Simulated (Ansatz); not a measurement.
A calculation on hcp Zn returned lattice constant a 2.605 Å, lattice parameter c 4.924 Å, cohesive energy 1.47 eV/atom.

For reference: lattice constant a 2.665 Å (measured, 293 K, no zero-point or thermal correction, our sources range from 2.660 to 2.665; as tabulated in Wikipedia's data pages); lattice parameter c 4.946 Å (measured, 293 K, no zero-point or thermal correction; as tabulated in Wikipedia's data pages); cohesive energy 1.38 eV/atom (measured, finite-temperature (and zero-point) corrections as in the cited sets; as tabulated in Jana et al. (2018), arXiv:1807.00350).

### Question
Which level of theory produced these numbers?
(A) r²SCAN (Ansatz, a quantum-chemistry and plane-wave program)
(B) HSE06-D3(BJ) (Ansatz)
(C) Hartree–Fock (Ansatz)
(D) PBE0 (Ansatz)

### Answer
A, r²SCAN (Ansatz)

The others give: PBE0 2.623 Å, 5.166 Å, 1.17 eV/atom; HSE06-D3(BJ) 2.580 Å, 4.995 Å, 1.67 eV/atom; Hartree–Fock 2.749 Å, 5.901 Å, 0.04 eV/atom.

Unless a cell is named, each level is at its own relaxed cell (Hartree–Fock 19.32, HSE06-D3(BJ) 14.40, PBE0 15.39, r²SCAN 14.47 Å³/atom).

Ansatz's density-functional and Hartree–Fock values are scalar-relativistic unless marked +SOC, with PAW data made under PBE.
